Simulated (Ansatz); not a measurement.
Ansatz (an electronic-structure program) input:

Ansatz 0.2 input:
```yaml
crystal:
  periodic: [false, false, false]
  atoms:
    - {symbol: C, position_ang: [-1.12124150, -0.11041419, 0.06188300]}
    - {symbol: O, position_ang: [-1.19047631, -1.18362805, 0.67065655]}
    - {symbol: O, position_ang: [-0.11191968, 0.61102479, -0.27645201]}
    - {symbol: H, position_ang: [-2.06298761, 0.40365656, -0.27950975]}
    - {symbol: C, position_ang: [1.23091778, 0.38187593, 0.16976171]}
    - {symbol: H, position_ang: [1.35513562, -0.67784391, 0.45146422]}
    - {symbol: H, position_ang: [1.86276375, 0.58516599, -0.71810549]}
basis:
  gaussian:
    orbitals: def2-TZVP
hamiltonian:
  xc: b3lyp
  dispersion: d3bj
total_charge: -1
relax: {f_tol: 0.002, max_steps: 150}
```

What final total energy does it print?

-228.52004 Eh (B3LYP-D3(BJ)/def2-TZVP). The basis has 142 functions. The run takes very roughly 50 core-seconds.

It need not be the lowest isomer of its formula. Whether it binds its extra electron was not tested at this geometry.
